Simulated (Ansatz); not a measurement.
Bulk modulus B0 of some hcp solids

Method: RPBE in Ansatz (plane waves, PAW). References are measured values corrected to a static lattice.

Values in GPa.

| solid | reference | RPBE | error (%) |
|---|---|---|---|
| hcp Y | 41.7 (37.3–41.7) | 38.4 | -7.9 |
| hcp Re | 369 | ? | ? |
| hcp Hf | 110 | 102 | -7.3 |
| hcp Zn | 69.7 (64.7–69.7) | 51.5 | -26 |
| hcp Tc | 303 | 286 | -5.6 |
| hcp Tl | 37.4¶ | 19.5 | -48 |
| hcp Co | 193 | 197 | +2.1 |
| hcp Cd | 53.8§ (50.7–53.8) | 29.2 | -46 |
| hcp Mg | 38.6¶ | 34.2 | -11.4 |
| hcp Ti | 108 | 105 | -2.8 |
| hcp Ru | 318 (318–336) | 295 | -7.2 |
| hcp Os | 425 | 383 | -9.9 |

Estimate the withheld RPBE value.

The errors of the other rows run from -48 % to +2.1 %, with a median of -7.9 %; carried to the reference 369 it gives 340 GPa. The run gives 353 GPa (-4.3 %), +3.8 % from the estimate; the row was drawn at random, and such an estimate is rough. Over these 12 solids the mean error is -14.5 %, the mean absolute error 14.8 % (median 7.6 %), and the worst case hcp Tl at -48 %; the value is below the reference in 11 of 12 cases.

All these references are brought to a static lattice.

Spin–orbit coupling is left out, also for the solids with elements from indium on (hcp Re, hcp Hf, hcp Tl, hcp Os); its size isn't shown.

§ marks references from which a value of another source on file, of any temperature and not printed here, differs by over 15 %.

¶ marks references of a special kind: hcp Tl, 37.4 GPa (measured, copied from a table, unchecked, extrapolated to 0 K and zero-point effects removed; as tabulated in Lejaeghere et al. (2013), arXiv:1204.2733); hcp Mg, 38.6 GPa (measured, copied from a table, unchecked, extrapolated to 0 K and zero-point effects removed; as tabulated in Lejaeghere et al. (2013), arXiv:1204.2733).

In Ansatz's fits of the non-cubic solids, shape and atoms are relaxed at each volume.

Brackets give the range of the sources taken for a reference, where it is wide; it can hold other temperatures.

Differences are worked out from the printed values.

Each level is taken at its own relaxed cell. Caveats: the cell is over a tenth larger than the published one: the level's own overestimate first of all, though another phase or state, or a fault of the published cell, is possible (hcp Tl, hcp Cd). Ansatz's density-functional and Hartree–Fock values are scalar-relativistic unless marked +SOC, with PAW data made under PBE.

Ansatz's runs of these crystals have no spin polarisation, but for hcp Co.

Density-functional runs with spin start from parallel moments for hcp Co.

Not in this set, of the hcp solids with a reference value in our tables and a result at some level: 3 for sources at odds; 1 for a reference at room or unstated temperature. These can be a level's best or worst cases. Solids without a released value at any level aren't counted. Layered and molecular crystals are counted apart. The metals Ce to Yb are counted apart.

References as tabulated in doi:10.1021/acs.jctc.3c00612; Lejaeghere et al. (2013), arXiv:1204.2733.

Ansatz is a program for electronic structure.
